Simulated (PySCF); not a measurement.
# CHFO (formyl fluoride): levels of theory compared

Wanted: a comparison of 6 runs (HF/def2-SVP, B3LYP/6-31G*, PBE0/def2-SVP, TPSSh/6-31G**, MP2/def2-SVP, CCSD(T)/def2-TZVP) of CHFO (formyl fluoride). Input form: a Python script.

The calculation is run with PySCF 2.14.0.

## Step 1: The system as given

CHFO has 4 atoms, charge 0, and is taken as a singlet. SMILES: `O=CF`. The shape is that of a GFN2-xTB optimisation.

Bond lengths: O1–C2 1.171 Å, C2–F3 1.341 Å, C2–H4 1.098 Å. Angles: O1–C2–F3 122.3°, O1–C2–H4 129.0°, F3–C2–H4 108.7°.

## Step 2: Energy and forces at HF/def2-SVP (run 1)

run.py

```python
import pyscf.grad
from pyscf import gto, scf

mol = gto.M(
    atom=[
    ('O', (-0.889680, 0.196020, 0.829980)),
    ('C', (-0.049740, 0.073340, 0.022930)),
    ('F', (0.584370, -1.090860, -0.181350)),
    ('H', (0.355050, 0.821510, -0.671560)),
],
    spin=0,
    basis='def2-svp',
    verbose=4,
    max_memory=1860,
)

mf = scf.RHF(mol)
mf.conv_tol = 1e-10
mf.kernel()
if not mf.converged:
    mf = mf.newton().run(mf.mo_coeff, mf.mo_occ)

etot = mf.e_tot
print('E = %.10f Eh' % etot)
grad = mf.Gradients().kernel()
dip = mf.dip_moment()
pop, q = mf.mulliken_pop()
```

Command:

```bash
$ OMP_NUM_THREADS=1 python run.py
```

Log:

```text
PySCF version 2.14.0

[... 60 lines left out ...]
converged SCF energy = -212.579554274619
[... 11 lines left out ...]
Dipole moment(X, Y, Z, Debye):  1.18267,  1.34129, -1.70875
[... 52 lines left out ...]
charge of    3H =      0.06224
```

Run time: 1.4 s. Hardware: 1 thread of Intel Xeon at 2.70GHz, shared host; peak memory 0.12 GiB.

## Step 3: Energy and gradient at B3LYP/6-31G(d) (Cartesian functions) (run 2)

job.py

```python
import pyscf.grad
from pyscf import gto, dft

mol = gto.M(
    atom='O -0.889680 0.196020 0.829980; C -0.049740 0.073340 0.022930; F 0.584370 -1.090860 -0.181350; H 0.355050 0.821510 -0.671560',
    charge=0,
    verbose=3,
    spin=0,
    max_memory=1860,
    basis='6-31g*',
    cart=True,
)

calc0 = dft.RKS(mol, xc='b3lyp')
calc0.grids.level = 5
calc0.conv_tol = 1e-10
calc0.kernel()
if not calc0.converged:
    calc0 = calc0.newton().run(calc0.mo_coeff, calc0.mo_occ)

e_tot = calc0.e_tot
print('Final energy', e_tot)
grad = calc0.Gradients().kernel()
calc0.analyze()
```

Command:

```bash
$ OMP_NUM_THREADS=1 python job.py
```

Log:

```text
converged SCF energy = -213.762337148238
[... 15 lines left out ...]
MO #7   energy= -0.566118343665448 occ= 2
[... 7 lines left out ...]
MO #15  energy= 0.197812135188331  occ= 0
[... 7 lines left out ...]
MO #23  energy= 0.950302983966765  occ= 0
[... 7 lines left out ...]
MO #31  energy= 1.56161546450355   occ= 0
[... 7 lines left out ...]
MO #39  energy= 2.36217990599682   occ= 0
[... 7 lines left out ...]
MO #47  energy= 4.25256591529604   occ= 0
[... 5 lines left out ...]
Dipole moment(X, Y, Z, Debye):  1.04620,  0.90772, -1.40624
```

Wall time 8.7 s (1 thread of Intel Xeon at 2.70GHz, shared host); peak memory 0.49 GiB.

Runs 3 to 5 aren't shown in full; the table further down has their settings and results.

## Step 4: The energy at CCSD(T)/def2-TZVP (run 6)

job.py

```python
from pyscf import gto, cc

mol = gto.M(
    atom='''
O     -0.889680     0.196020     0.829980
C     -0.049740     0.073340     0.022930
F      0.584370    -1.090860    -0.181350
H      0.355050     0.821510    -0.671560
''',
    verbose=4,
    basis='def2-tzvp',
    max_memory=1860,
)

mf = mol.RHF()
mf.conv_tol = 1e-10
mf.kernel()
if not mf.converged:
    mf = mf.newton().run(mf.mo_coeff, mf.mo_occ)

mycc = cc.CCSD(mf, frozen=3)
mycc.kernel()
e_t = mycc.ccsd_t()
energy = mycc.e_tot + e_t
print('E = %.10f Eh' % energy)
dip = mf.dip_moment()
pop, q = mf.mulliken_pop()
```

Command:

```bash
$ OMP_NUM_THREADS=1 python job.py
```

Log:

```text
PySCF version 2.14.0

[... 60 lines left out ...]
converged SCF energy = -212.843411439218
[... 12 lines left out ...]
Init t2, MP2 energy = -213.474872252299  E_corr(MP2) -0.631460813080786
[... 13 lines left out ...]
CCSD converged
[... 3 lines left out ...]
Dipole moment(X, Y, Z, Debye):  1.22039,  1.26708, -1.71908
[... 104 lines left out ...]
charge of    3H =      0.12718
```

It took 33 s on 1 thread of Intel Xeon at 2.70GHz, shared host; peak memory 0.63 GiB.

## Step 5: Overview of the runs

| run | level | Cartesian functions | integration grid | energy (Eh) | dipole moment (D) of the reference | HOMO energy (eV) | LUMO energy (eV) | wall time |
| --- | --- | --- | --- | --- | --- | --- | --- | --- |
| 1 | HF/def2-SVP | no | – | -212.579554 | 2.47 | -13.98 | 3.92 | 1.4 s |
| 2 | B3LYP/6-31G* (Cartesian functions) | yes | 5 | -213.762337 | 1.97 | -8.87 | -0.66 | 8.7 s |
| 3 | PBE0/def2-SVP | no | 5 | -213.386408 | 2.02 | -9.37 | -0.61 | 9.9 s |
| 4 | TPSSh/6-31G** (spherical functions) | no | 5 | -213.760036 | 1.96 | -8.20 | -0.96 | 12 s |
| 5 | MP2/def2-SVP | no | – | -213.073809 | 2.47 | -13.98 | 3.92 | 2.8 s |
| 6 | CCSD(T)/def2-TZVP | no | – | -213.502431 | 2.46 | -13.99 | 3.50 | 33 s |

## Step 6: Summary of results

| quantity | value |
| --- | --- |
| run 6: total energy | -213.50243 Eh |
| run 6: dipole moment (Hartree–Fock density) | 2.46 D |
| run 6: HOMO energy (Hartree–Fock orbitals) | -13.99 eV |
| run 6: LUMO energy (Hartree–Fock orbitals) | 3.50 eV |
| run 6: HOMO–LUMO gap (Hartree–Fock orbitals) | 17.49 eV |
| run 6: correlation energy (3 core orbitals frozen) | -659.0 mEh |
| run 6: (T) correction | -24.08 mEh |
| run 6: T1 diagnostic | 0.016 |

What this shows: Over runs 1, 2, 3, 4 the dipole moment (its size) runs from 1.96 D (TPSSh/6-31G**) to 2.47 D (HF/def2-SVP). The two ends differ in method and basis. Over runs 1, 2, 3, 4 the HOMO–LUMO gap runs from 7.24 eV (TPSSh/6-31G**) to 17.90 eV (HF/def2-SVP). Totals of different functionals can't be ranked against each other. All runs together took 68 s, the longest 33 s.
